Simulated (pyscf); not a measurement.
Structures and frequencies: ωB97X-D3(BJ)/def2-SVP in PySCF.

**Question.** For `[NH2][InH][SH]` + `[H][H]` → `[NH2][InH2]` + `[SH2]`, a four-centre exchange (singlet surface; In–S, H–H broken, H–In, H–S formed), PBE/def2-TZVP gives ΔE‡ = 26.3 kcal/mol and ΔE = +16.7 kcal/mol (zero: the separated reactants). In which direction and how far do r²SCAN/def2-TZVP, PBE0-D3(BJ)/def2-TZVP, ωB97M-D3(BJ)/def2-TZVP move these?

**Answer.** r²SCAN: ΔE‡ = 27.8 kcal/mol, ΔE = +18.1 kcal/mol; PBE0-D3(BJ): ΔE‡ = 28.2 kcal/mol, ΔE = +17.3 kcal/mol; ωB97M-D3(BJ): ΔE‡ = 32.8 kcal/mol, ΔE = +15.6 kcal/mol. PBE's barrier lies under all of them, by 1.4 to 6.4 kcal/mol. Its reaction energy lies among theirs. On the product side the descent ends in an adduct with a In–S contact (not fully relaxed), 10.5 kcal/mol under the separated species and 22.9 kcal/mol under the saddle at ωB97X-D3(BJ)/def2-TZVP. What is counted as broken (In–S) persists as a longer contact in the product adduct; parting that adduct is a step of its own. This is the saddle that the search found; another between the same sides may lie lower. Elements past Kr carry the def2 core potentials, without spin-orbit coupling.
